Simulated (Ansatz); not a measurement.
## Rock-salt TiC

Level of theory: PBE-D4 (Ansatz, an electronic-structure program, PAW).

Run with plane-wave cutoff 520 eV, 22×22×22 k mesh, Fermi–Dirac smearing 0.05 eV, no spin polarisation, scalar-relativistic PAW data made under PBE.

Cell (relaxed at this level):

```
TiC
1.0
    0.00000     2.15252     2.15252
    2.15252     0.00000     2.15252
    2.15252     2.15252     0.00000
Ti C
1 1
Direct
  0.00000   0.00000   0.00000
  0.50000   0.50000   0.50000
```

```yaml
bulk modulus B0: 259 GPa
band_gap: none
pressure derivative B′ of the bulk modulus: 4.0
```

Measured, for comparison: bulk modulus 240 GPa (temperature not stated, not corrected to a static lattice, our sources range from 235 to 268; as tabulated in Krasnenko and Brik (2013), arXiv:1306.3139). Computed (rounded) less measured: bulk modulus not scored (sources differ).

Static lattice: no zero-point or thermal effects.

Computing time: roughly 50 core-seconds.
